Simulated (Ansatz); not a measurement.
**Si2 (triplet): wave-function methods side by side at distance Si1–Si2 = 1.809 Å, cc-pVDZ**

The task here is to estimate one member of a computed series from the others.

The runs use Ansatz 0.2.0, Gaussian basis; cc-pVDZ, core rule «outside noble gas», up to 10 orbitals frozen.

To be run: UHF; CCSD(T) on ROHF; CCSD(T) on UHF; BCCD(T) on ROHF; CISD; CCSDT(Q) on ROHF; CCSDT(Q) on UHF; CASSCF and MRCISD+Q, 4 electrons in 4 orbitals; CASSCF and NEVPT2, 4 electrons in 4 orbitals; CASSCF and MRCISD+Q, 8 electrons in 8 orbitals; CASSCF and NEVPT2, 8 electrons in 8 orbitals.

24 further runs of the same task are left out: 1 for a mislabelled method, 20 that didn't finish, 3 set aside as unsound or not needed.

## What is computed

The geometry derives from a PBE0/def2-TZVP stationary point (not a proven minimum). One bond is set to the value named and the two fragments are kept rigid.

2 atoms, charge 0, spin multiplicity 3.

Atoms are counted from 1 here; the program's logs count them from 0.

Bond lengths: Si1–Si2 1.809 Å.

As a file:

```xyz
2
charge 0, multiplicity 3
Si    0.00000    0.00000    0.00000
Si    0.00000    0.00000    1.80900
```

Set-up of the first run:

File in.yaml:

```yaml
crystal:
  periodic: [false, false, false]
  atoms:
    - {symbol: Si, position_ang: [0.000000, 0.000000, 0.000000]}
    - {symbol: Si, position_ang: [0.000000, 0.000000, 1.809000]}
basis:
  gaussian: {orbitals: cc-pVDZ}
magnetization: {spin_polarized: true, initial_magnetization: 2}
hamiltonian: {xc: hf}
output: {orbitals: {seedname: orbitals}}
```

On the command line:

```
$ ansatz run in.yaml --threads 1 --pin off --events-out ev --progress --plain --max-ram 2393MiB
```

Among the steps run: UHF; CCSD(T) on ROHF; CCSD(T) on UHF; BCCD(T) on ROHF; CISD; CCSDT(Q) on ROHF; CCSDT(Q) on UHF; CASSCF and MRCISD+Q, 4 electrons in 4 orbitals; CASSCF and NEVPT2, 4 electrons in 4 orbitals; CASSCF and MRCISD+Q, 8 electrons in 8 orbitals; CASSCF and NEVPT2, 8 electrons in 8 orbitals.

One table of the session follows, with a row left open; its other results are not shown here.

| method | from UCCSDT(Q) (meV) |
| --- | --- |
| ROHF | +4926.8 |
| UHF | +4792.4 |
| RMP2 | +966.0 |
| UMP2 | +1025.4 |
| CISD | +583.9 |
| RCCSD | +306.8 |
| UCCSD | +299.7 |
| RCCSD(T) | ? |
| UCCSD(T) | +57.6 |
| BCCD(T) | +57.8 |
| RCCSDT | +21.0 |
| UCCSDT | +19.7 |
| RCCSDT(Q) | +0.7 |
| UCCSDT(Q) | 0 |
| CASSCF valence | +3129.7 |
| NEVPT2 valence | +723.9 |
| MRCISD valence | +212.5 |
| MRCISD+Q valence | -21.1 |

**Question.** Estimate the row for RCCSD(T).

As computed: from UCCSDT(Q) (meV): +57.3. In the column «from UCCSDT(Q) (meV)» it lies between RCCSDT (+21.0) and UCCSD(T) (+57.6).

Left out of the table: CASSCF pair, NEVPT2 pair, MRCISD pair, MRCISD+Q pair (the active space lost an orbital or holds another state than full CI finds).

To keep in mind: Restricted and unrestricted rows rest on different reference determinants; where their highest levels disagree by more than a few hundredths of an eV, they describe different states and don't form one ladder. Warnings in the runs' records: passed over end.
